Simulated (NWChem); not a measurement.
All runs are NWChem calculations. System: O, charge 0, spin multiplicity 3. Its SCF solution wasn't tested for a lower state. Level: evGW0@UPBE0/def2-TZVP, RI basis def2-tzvp-rifit, 6 cycles.

The NWChem input:

```
start mol
memory heap 200 mb stack 700 mb global 1700 mb
geometry units angstroms nocenter noautoz
  O      0.000000     0.000000     0.000000
  symmetry group D2h
end
basis spherical
  * library def2-tzvp
end
basis "ri basis" bse spherical
  * library def2-tzvp-rifit
end
dft
  xc pbe0
  odft
  mult 3
  iterations 100
  direct
  tolerances tight
end
task dft energy
gw
  evgw0 6
  states alpha occ -1 vir -1
  states beta occ -1 vir -1
end
task dft gw
```

Output (cleaned and shortened):

```
             Northwest Computational Chemistry Package (NWChem) 7.3.0
             --------------------------------------------------------

                                NWChem Input Module
                                -------------------

 Scaling coordinates for geometry "geometry" by  1.889725989
 (inverse scale =  0.529177249)

                             Geometry "geometry" -> ""
                             -------------------------

 Output coordinates in angstroms (scale by  1.889725989 to convert to a.u.)

  No.       Tag          Charge          X              Y              Z
 ---- ---------------- ---------- -------------- -------------- --------------
    1 O                    8.0000     0.00000000     0.00000000     0.00000000

 Effective nuclear repulsion energy (a.u.)       0.0000000000

            Nuclear Dipole moment (a.u.)
            ----------------------------
        X                 Y               Z
 ---------------- ---------------- ----------------
     0.0000000000     0.0000000000     0.0000000000

      Symmetry information
      --------------------

 Group name             D2h
 Group number             26
 Group order               8
 No. of unique centers     1

      Symmetry unique atoms

     1


 Summary of "ao basis" -> "" (spherical)
 ------------------------------------------------------------------------------
       Tag                 Description            Shells   Functions and Types
 ---------------- ------------------------------  ------  ---------------------
 *                         def2-tzvp                  on all atoms

 new library libraries.bse/

 Summary of "ri basis" -> "" (spherical)
 ------------------------------------------------------------------------------
       Tag                 Description            Shells   Functions and Types
 ---------------- ------------------------------  ------  ---------------------
 *                      def2-tzvp-rifit               on all atoms

                                 NWChem DFT Module
                                 -----------------

 Summary of "ao basis" -> "ao basis" (spherical)
[...]
@GW        23        148.200           0.000
@GW        24        147.027           0.000
@GW        25        147.027           0.000
@GW        26        175.982           0.000
@GW        27        175.980           0.000
@GW        28        175.945           0.000
@GW        29        175.168           0.000
@GW        30        175.168           0.000
@GW        31       1187.477           0.000

  *** G5W0

          Solving quasiparticle equations

                  Alpha Orbitals
          State     Energy (eV)     Error (eV)
          -----------------------------------
@GW         1       -546.504           0.000
@GW         2        -32.330           0.000
@GW         3        -17.222           0.000
@GW         4        -17.223           0.000
@GW         5        -15.065           0.000
@GW         6         12.153           0.000
@GW         7         13.869           0.000
@GW         8         13.868           0.000
@GW         9         14.815           0.000
@GW        10         42.437           0.000
@GW        11         42.438           0.000
@GW        12         43.590           0.000
@GW        13         43.590           0.000
@GW        14         44.081           0.000
@GW        15         72.376           0.000
@GW        16         72.375           0.000
@GW        17         73.818           0.000
@GW        18         74.427           0.000
@GW        19        145.534           0.000
@GW        20        145.533           0.000
@GW        21        146.550           0.000
@GW        22        146.550           0.000
@GW        23        147.348           0.000
@GW        24        147.344           0.000
@GW        25        147.637           0.000
@GW        26        173.060           0.000
@GW        27        173.060           0.000
@GW        28        174.320           0.000
@GW        29        174.320           0.000
@GW        30        174.916           0.000
@GW        31       1186.298           0.000

                   Beta Orbitals
          State     Energy (eV)     Error (eV)
          -----------------------------------
@GW         1       -544.540           0.000
@GW         2        -28.411           0.000
@GW         3        -13.445           0.000
@GW         4         -0.040           0.000
@GW         5         -0.042           0.000
@GW         6         13.108           0.000
@GW         7         15.277           0.000
@GW         8         15.554           0.000
@GW         9         15.554           0.000
@GW        10         44.952           0.000
@GW        11         44.954           0.000
@GW        12         45.153           0.000
@GW        13         44.835           0.000
@GW        14         44.835           0.000
@GW        15         74.642           0.000
@GW        16         74.486           0.000
@GW        17         74.485           0.000
@GW        18         76.170           0.000
@GW        19        147.755           0.000
@GW        20        147.755           0.000
@GW        21        148.403           0.000
@GW        22        148.200           0.000
@GW        23        148.200           0.000
@GW        24        147.026           0.000
@GW        25        147.026           0.000
@GW        26        175.983           0.000
@GW        27        175.981           0.000
@GW        28        175.945           0.000
@GW        29        175.169           0.000
@GW        30        175.169           0.000
@GW        31       1187.485           0.000

     GW Timing Statistics
   ------------------------
   Init.   :          0.0s
     ERIs  :          0.0s
     Distr.:          0.0s
     Vxc   :          0.0s
   Sigma_x :          0.0s
   RPA     :          0.0s
   Wmn     :          0.0s
   Sigma_c :          0.0s
   GW total:          0.1s

 Task  times  cpu:        0.1s     wall:        0.1s

 Total times  cpu:        0.4s     wall:        0.4s
```
